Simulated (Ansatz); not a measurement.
Results of HSE06 (plane waves, PAW; Ansatz, a quantum-chemistry and plane-wave program) for zinc-blende MgS (metastable phase).

Run with plane-wave cutoff 460 eV, 8×8×8 k mesh, Fermi–Dirac smearing 0.01 eV, scalar-relativistic PAW data made under PBE.

Pressure at four volumes; x = ln(V/22.678 Å³). One pressure is withheld.

```
V (Å³/atom)        x  P (GPa)
-----------  -------  -------
21.566       -0.0503        ?
22.134       -0.0243     1.58
22.678        0.0000     0.06
23.836        0.0498    -2.63
```

Pass a parabola P(x) through the three rows shown, estimate the bulk modulus and its pressure derivative near zero pressure, and predict the withheld pressure.

Slopes between the rows: (0.06 − (1.58))/(0.0000 − (-0.0243)) = -62.55 and (-2.63 − (0.06))/(0.0498 − (0.0000)) = -54.02 GPa. Their difference over the span 0.0741 is c = 8.53/0.0741 = 115.1 GPa, so P(x) = 1.58 + (-62.55)(x − (-0.0243)) + 115.1 (x − (-0.0243))(x − (0.0000)). At the middle row B = −dP/dx = −[-62.55 + 115.1 × 0.0243] = 59.8 GPa, and B′ = dB/dP = 2c/B = 3.8. At x = -0.0503 the parabola gives 3.36 GPa; the run gives 3.38 GPa. The Birch–Murnaghan fit to the energies at all volumes has B0 = 59.5 GPa and B′ = 4.0.
